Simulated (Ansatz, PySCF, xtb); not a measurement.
Breaking a bond: HF, singlet.

Methods: RKS-B3LYP/3-21G = restricted B3LYP/3-21G (PySCF 2.14.0); RMP2/6-31G* = restricted MP2 (frozen core)/6-31G*, spherical d (PySCF); GFN1-xTB (xtb); FCI = full CI/cc-pVDZ, frozen core (Ansatz, a quantum-chemistry and plane-wave program).

Energies relative to the lowest point of each curve near equilibrium, in kJ/mol; the last columns give the difference from FCI:

| R / Å | RKS-B3LYP/3-21G | RMP2/6-31G* | GFN1-xTB | FCI | RKS-B3LYP/3-21G − FCI | RMP2/6-31G* − FCI | GFN1-xTB − FCI |
|---|---|---|---|---|---|---|---|
| 0.74 | 209.0 | 172.9 | 161.3 | 154.1 | 54.9 | 18.8 | 7.2 |
| 0.80 | 96.3 | 69.8 | 60.1 | 57.8 | 38.5 | 12.0 | 2.3 |
| 0.83 | 60.2 | 38.7 | 31.6 | 30.0 | 30.2 | 8.8 | 1.6 |
| 0.86 | 34.2 | 18.0 | 13.6 | 12.3 | 21.9 | 5.6 | 1.3 |
| 0.89 | 16.7 | 5.6 | 3.7 | 2.9 | 13.8 | 2.7 | 0.8 |
| 0.92 | 5.9 | 0.0 | 0.0 | 0.0 | 5.9 | 0.0 | 0.0 |
| 0.96 | 0.2 | 0.9 | 2.4 | 4.2 | -4.0 | -3.3 | -1.8 |
| 0.97 | 0.0 | 2.4 | 4.0 | 6.4 | -6.4 | -4.0 | -2.4 |
| 1.01 | 3.5 | 12.2 | 13.6 | 19.0 | -15.5 | -6.7 | -5.4 |
| 1.07 | 18.5 | 36.1 | 34.9 | 46.1 | -27.6 | -10.0 | -11.2 |
| 1.13 | 41.7 | 67.2 | 61.5 | 79.6 | -37.9 | -12.4 | -18.0 |
| 1.23 | 91.3 | 127.1 | 112.0 | 141.6 | -50.3 | -14.5 | -29.7 |
| 1.39 | 181.8 | 227.7 | 196.5 | 240.7 | -58.9 | -13.0 | -44.2 |
| 1.49 | 238.6 | 287.5 | 246.7 | 296.4 | -57.8 | -8.9 | -49.6 |
| 1.64 | 318.6 | 368.3 | 315.4 | 366.7 | -48.1 | 1.6 | -51.3 |
| 1.86 | 420.9 | 464.8 | 399.2 | 440.4 | -19.5 | 24.4 | -41.2 |
| 2.05 | 494.5 | 526.4 | 455.4 | 479.5 | 15.0 | 46.8 | -24.1 |
| 2.28 | 566.9 | 576.0 | 506.1 | 505.7 | 61.3 | 70.3 | 0.5 |
| 2.48 | 616.8 | 599.3 | 537.8 | 517.1 | 99.7 | 82.1 | 20.7 |
| 2.79 | 674.5 | 604.1 | — | 525.0 | 149.4 | 79.1 | — |
| 3.21 | 723.4 | 563.5 | — | 528.3 | 195.2 | 35.2 | — |
| 3.63 | 749.6 | 488.1 | — | 529.1 | 220.5 | -41.0 | — |

RKS-B3LYP/3-21G is furthest from FCI at 3.63 (220.5 kJ/mol, above); its mean absolute difference over the points is 56.0 kJ/mol.

RMP2/6-31G* is furthest from FCI at 2.48 (82.1 kJ/mol, above); its mean absolute difference over the points is 22.8 kJ/mol.

GFN1-xTB is furthest from FCI at 1.64 (-51.3 kJ/mol, below); its mean absolute difference over the points is 16.5 kJ/mol.

Dashes: no converged value, or the column stops at the first point that the program doubted or that broke a chosen test of continuity, which isn't proof of a fault.

The restricted form behind RKS-B3LYP/3-21G, RMP2/6-31G* keeps the bonding electrons paired and can't separate into open-shell fragments.
